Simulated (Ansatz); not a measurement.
The input, for Ansatz 0.2.0:

```yaml
crystal:
  periodic: [false, false, false]
  atoms:
    - {symbol: Si, position_ang: [0.000000, 0.000000, 0.000000]}
    - {symbol: As, position_ang: [0.000000, 0.000000, 1.858000]}
basis:
  gaussian: {orbitals: aug-cc-pVDZ}
total_charge: 1
magnetization: {spin_polarized: false}
correlation: {method: sc_nevpt2, electrons: outside_noble_gas}
```

```sh
$ ansatz run in.yaml --threads 1 --pin off --events-out ev --progress --plain --max-ram 2393MiB
```

**Question.** One thing in this input was set wrong on purpose, beside settings that are merely unusual. What is the gravest fault, and what does the program do?

**Answer.** Method needs an active space. How the run ends: refused.
```
Error: this correlation method needs an active space: name one as the reference
```
